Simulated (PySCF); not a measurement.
**F2: calculation against experiment**

**Measured values to compare with.**

NIST CCCBDB Release 22 (SRD 101), experimental polarizabilities lists, for the gas: mean polarisability 1.16 Å³.

The results are set against them at the end.

F₂.
Numbering: `[F:1][F:2]`

Cartesian coordinates in Å at the GFN2-xTB level; atoms count from 1:
```xyz
2
F2 angstrom
F      0.7031   -0.0028   -0.0029
F     -0.7003    0.0041   -0.0112
```

The PySCF runs (gas phase, on this GFN2-xTB geometry; no spin–orbit coupling):

```csv
level,job,basis functions,wall time
CAM-B3LYP/def2-SVPD,"8 singlets by full TDDFT, 3 Tamm–Dancoff triplets, polarisability",46,0.9 s
```

Hardware: Arm Neoverse V1, one thread, shared host.

Results beside the measurements:

**Mean polarisability.** Measured: 1.16 Å³ (NIST CCCBDB Release 22 (SRD 101), experimental polarizabilities).

```tsv
level	computed (Å³)	computed − measured (Å³)	% (from the printed values)
CAM-B3LYP/def2-SVPD	1.24	+0.08	+7
```

The computed values are static and purely electronic, with core orbitals frozen in the response (1 au = 0.148185 Å³). The table of measured values doesn't say here whether a value is static or optical, or holds a vibrational part.

No measured geometry was used, and the causes of the misses weren't examined.
